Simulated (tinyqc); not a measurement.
Born-Oppenheimer dynamics on the UHF/sto-3g surface (energies and gradients from PySCF), for NH, spin multiplicity 3, step by step. Computed by tinyqc, a small Python program that keeps every step (integrals from PySCF). Settings: charge = 0, multiplicity = 3, basis = sto-3g, time step (fs) = 0.2, steps = 24. Command: `OMP_NUM_THREADS=1 python tinyqc.py 25313 25314 out.jsonl` (the two numbers bound the seeds that draw the settings). One thread of a shared host (Intel(R) Xeon(R) Processor @ 2.60GHz), about 1 s of CPU time with the checks.

## Velocity Verlet step 1

positions (bohr), order 1N, 2H:
```
[[0.000000, 0.000000, 0.000000],
 [0.000000, 0.000000, 2.095706]]
```

velocities (bohr per atomic time unit), order 1N, 2H:
```
[[0.000025513, -0.000029877, -0.000104201],
 [-0.000354487, 0.000415123, 0.001447799]]
```

gradient (hartree/bohr), order 1N, 2H:
```
[[0.00000000, 0.00000000, -0.02221020],
 [0.00000000, 0.00000000, 0.02221020]]
```

masses (electron masses): [25526.042363, 1837.152588]

gradient after step 1 (hartree/bohr), order 1N, 2H:
```
[[0.00004040, -0.00004730, -0.02710322],
 [-0.00004040, 0.00004730, 0.02710322]]
```

dt = 0.2 fs = 8.2683 atomic units; x' = x + v dt - g dt^2 / (2m); after the new gradient g', v' = v - (g + g') dt / (2m).

positions after step 1 (bohr), order 1N, 2H:
```
[[0.000211, -0.000247, -0.000832],
 [-0.002931, 0.003432, 2.107264]]
```

velocities after step 1 (bohr per atomic time unit), order 1N, 2H:
```
[[0.000025506, -0.000029869, -0.000096214],
 [-0.000354396, 0.000415016, 0.001336830]]
```

## Velocity Verlet step 2

gradient after step 2 (hartree/bohr), order 1N, 2H:
```
[[0.00009312, -0.00010905, -0.03141633],
 [-0.00009312, 0.00010905, 0.03141633]]
```

As before.

positions after step 2 (bohr), order 1N, 2H:
```
[[0.000422, -0.000494, -0.001591],
 [-0.005860, 0.006863, 2.117813]]
```

velocities after step 2 (bohr per atomic time unit), order 1N, 2H:
```
[[0.000025485, -0.000029844, -0.000086736],
 [-0.000354096, 0.000414665, 0.001205143]]
```

## Energy conservation

The total energy should stay constant up to terms of order dt^2; the step counts as short enough if it moves by less than 2 % of the largest kinetic energy.

Trajectory:
```
time (fs)  1N-2H (angstrom)  potential (hartree)  kinetic (hartree)  total (hartree)
0.000000           1.109000         -54.26320136         0.00235745     -54.26084391
0.200000           1.115559         -54.26289556         0.00205302     -54.26084253
0.400000           1.121552         -54.26256406         0.00172291     -54.26084115
0.600000           1.126887         -54.26222847         0.00138865     -54.26083983
0.800000           1.131487         -54.26190953         0.00107090     -54.26083863
1.000000           1.135284         -54.26162605         0.00078843     -54.26083762
1.200000           1.138227         -54.26139412         0.00055731     -54.26083682
1.400000           1.140275         -54.26122652         0.00039027     -54.26083625
1.600000           1.141401         -54.26113226         0.00029632     -54.26083594
1.800000           1.141589         -54.26111635         0.00028046     -54.26083589
2.000000           1.140838         -54.26117963         0.00034353     -54.26083610
2.200000           1.139156         -54.26131874         0.00048218     -54.26083656
2.400000           1.136567         -54.26152626         0.00068899     -54.26083727
2.600000           1.133106         -54.26179087         0.00095267     -54.26083820
2.800000           1.128820         -54.26209774         0.00125841     -54.26083933
3.000000           1.123770         -54.26242907         0.00158846     -54.26084061
3.200000           1.118031         -54.26276477         0.00192280     -54.26084198
3.400000           1.111686         -54.26308346         0.00224009     -54.26084337
3.600000           1.104836         -54.26336357         0.00251888     -54.26084470
3.800000           1.097591         -54.26358474         0.00273887     -54.26084587
4.000000           1.090072         -54.26372929         0.00288250     -54.26084678
4.200000           1.082411         -54.26378385         0.00293651     -54.26084734
4.400000           1.074746         -54.26374086         0.00289341     -54.26084745
4.600000           1.067224         -54.26359984         0.00275278     -54.26084706
4.800000           1.059992         -54.26336826         0.00252210     -54.26084616
```

The total energy moves within 1.2e-05 hartree, under 2 % of the largest kinetic energy.
